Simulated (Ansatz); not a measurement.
Compare A (`CCC(=N)N`) with its isomer B (`NC1(N)CC1`).

Isolated molecules relaxed with PBE0-D4/def2-TZVP in Ansatz; ΔE leaves out vibrations. CCSD(T)/CBS adds triple-zeta CCSD(T) − MP2 to the extrapolated MP2 energy (def2 sets, frozen cores). DFT in def2-TZVPP. B3LYP here is the variant with VWN-RPA as its local correlation; programs differ in this. Each species was taken in one conformer, which may not be the lowest.

Which is lower in electronic energy at CCSD(T)/CBS, and by how much? (Estimate.)

Ansatz gave: A, by 23.7 kcal/mol.

Give E(B) − E(A) in kcal/mol with PBE0-D4, CCSD/def2-TZVPP, B3LYP-D4, r2SCAN-D4, B2PLYP, ωB97M-V, MP2/def2-TZVPP. (Best estimate.)

The calculation gave: PBE0-D4 22.1, CCSD/def2-TZVPP 23.6, B3LYP-D4 27.0, r2SCAN-D4 24.9, B2PLYP 26.1, ωB97M-V 23.0, MP2/def2-TZVPP 22.4. None reverses the order clearly.

Largest T1 diagnostic: 0.012.

From PBE to PBE0 (25 % exact exchange), in def2-TZVPP and without D4, E(B) − E(A) moves by −2.0 kcal/mol. In def2-TZVPP, CCSD(T) changes the Hartree–Fock value by −3.8 kcal/mol (the triples alone add +0.4 kcal/mol) and MP2 by −5.4 kcal/mol.
